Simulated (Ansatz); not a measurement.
Input file:

```yaml
crystal:
  periodic: [false, false, false]
  atoms:
    - {symbol: Al, position_ang: [0.000000, 0.000000, 0.000000]}
    - {symbol: As, position_ang: [0.000000, 0.000000, 7.381000]}
basis:
  gaussian: {orbitals: 6-31G}
magnetization: {spin_polarized: false}
correlation: {method: bccd_t, electrons: outside_noble_gas}
```

```sh
$ ansatz run in.yaml --threads 1 --pin off --events-out ev --progress --plain --max-ram 2393MiB
```

(1) Roughly how long does this take on 1 thread of Arm Neoverse N1, shared host, and how much host memory?

```
388 factors; integrals over basis functions are off by at most 6.2e-4 eV
mean field evaluation 1: about -67361.1759 eV, gradient 1.0e1 eV
mean field evaluation 2: about -67361.1760 eV, gradient 1.0e1 eV
mean field evaluation 4: about -67361.4359 eV, gradient 6.9e0 eV
mean field evaluation 8: about -67361.4363 eV, gradient 6.9e0 eV
mean field evaluation 16: about -67362.4662 eV, gradient 1.0e-5 eV
mean field evaluation 32: about -67362.3761 eV, gradient 2.1e-3 eV
mean field evaluation 64: about -67361.9919 eV, gradient 9.0e0 eV
mean field evaluation 96: about -67362.4380 eV, gradient 7.7e-1 eV
mean field evaluation 128: about -67362.1684 eV, gradient 3.8e0 eV
mean field evaluation 160: about -67362.3693 eV, gradient 2.7e0 eV
...
cycle  14  -4.42969216 eV  change   -4.5e-5 eV  update   3.3e-5
cycle  15  -4.42971839 eV  change   -2.6e-5 eV  update   2.8e-5
cycle  16  -4.42974377 eV  change   -2.5e-5 eV  update   2.5e-5
cycle  17  -4.42983043 eV  change   -8.7e-5 eV  update   2.2e-5
cycle  18  -4.42992053 eV  change   -9.0e-5 eV  update   1.5e-5
cycle  19  -4.42996773 eV  change   -4.7e-5 eV  update   8.3e-6
cycle  20  -4.42997214 eV  change   -4.4e-6 eV  update   3.7e-6
cycle  21  -4.42997694 eV  change   -4.8e-6 eV  update   3.1e-6
cycle  22  -4.42998369 eV  change   -6.8e-6 eV  update   2.9e-6
cycle  23  -4.42998003 eV  change    3.7e-6 eV  update   2.4e-6
perturbative correction -0.35518917 eV, -0.0130529614 hartree
WARN: these amplitudes may be one of several solutions (largest doubles amplitude 0.91, level shift 5.35 eV)
Total energy: -67367.25141386 eV, -2475.7008262963 hartree
```

Answers

(1) 17 s wall and 0.11 GiB.
